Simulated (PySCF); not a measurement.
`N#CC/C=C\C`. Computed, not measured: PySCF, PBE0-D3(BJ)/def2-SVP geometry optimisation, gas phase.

```
atom  x, y, z in Å
C1    -1.7313   -0.6685    0.2896
C2    -0.9885    0.6151    0.4482
C3     0.2488    0.9108    0.0369
C4     1.1780   -0.0064   -0.7114
C5     2.4447   -0.2086   -0.0123
N6     3.4447   -0.3557    0.5507
H7    -1.1418   -1.4583   -0.1964
H8    -2.0561   -1.0488    1.2719
H9    -2.6479   -0.5179   -0.3048
H10   -1.5322    1.4111    0.9710
H11    0.6479    1.9075    0.2504
H12    1.4107    0.4126   -1.7062
H13    0.7230   -0.9928   -0.8878
```

**Question.** Which two atoms are farthest apart?

**Answer.** N6···H9, 6.15 Å; the next longest distance is 5.59 Å.

**Question.** Where is the centre of mass (commonest isotopes), and what is the radius of gyration?

**Answer.** Mass 81.058 u; centre at (0.708, 0.030, 0.095) Å; Rg = √(Σ m r²/M) = 2.024 Å. As Ia + Ib + Ic = 2 Σ m r², the three principal moments sum to 664.4 u·Å².

**Question.** Work out the bond lengths C1–C2, C1–H8, C1–H9, C5≡N6 in bohr.

**Answer.** For C1–C2 the difference vector is (0.7428, 1.2836, 0.1586) Å, of length 1.4915 Å. 1 bohr = 0.529177 Å. C1–C2 2.819; C1–H8 2.083; C1–H9 2.084; C5≡N6 2.186 bohr.

**Question.** Give the dihedral angles H10–C2–C3–C4, H11–C3–C4–C5, H9–C1–C2–H10, H11–C3–C4–H13, H7–C1–C2–C3.

**Answer.** H10–C2–C3–C4 -179° (antiperiplanar); H11–C3–C4–C5 58° (synclinal); H9–C1–C2–H10 61° (synclinal); H11–C3–C4–H13 180° (antiperiplanar); H7–C1–C2–C3 3° (synperiplanar). Dihedral signs follow IUPAC: positive where, seen along the central bond, the front bond turns clockwise onto the rear one.

**Question.** What is the repulsion energy of the bare nuclei, Σ ZA·ZB/RAB?

**Answer.** 197.10 Eh over 78 pairs, with full nuclear charges and distances in bohr; the largest single term is 19.21 Eh (C5 with N6).

**Question.** What are the angles H7–C1–H9, H8–C1–H9, C2–C1–H9, C3–C2–H10, C1–C2–C3, C2–C3–C4, C3–C4–H12, C3–C4–H13?

**Answer.** From the scalar product of the two bond vectors; for H7–C1–H9 it is -0.3704 Å² over 1.0989 × 1.1028 Å², cos θ = -0.3057. H7–C1–H9 107.8°; H8–C1–H9 106.4°; C2–C1–H9 110.7°; C3–C2–H10 116.4°; C1–C2–C3 128.2°; C2–C3–C4 126.1°; C3–C4–H12 110.3°; C3–C4–H13 111.8°.

**Question.** Write the matrix of distances between heavy atoms (Å, lower triangle).

**Answer.** 
```
C1    0.000
C2    1.491  0.000
C3    2.545  1.337  0.000
C4    3.147  2.535  1.505  0.000
C5    4.212  3.561  2.465  1.461  0.000
N6    5.192  4.539  3.476  2.618  1.157  0.000
```

No PBE0-D3(BJ)/def2-SVP frequencies stand behind this structure, so it isn't proved a minimum. The numbers are those of one conformer.
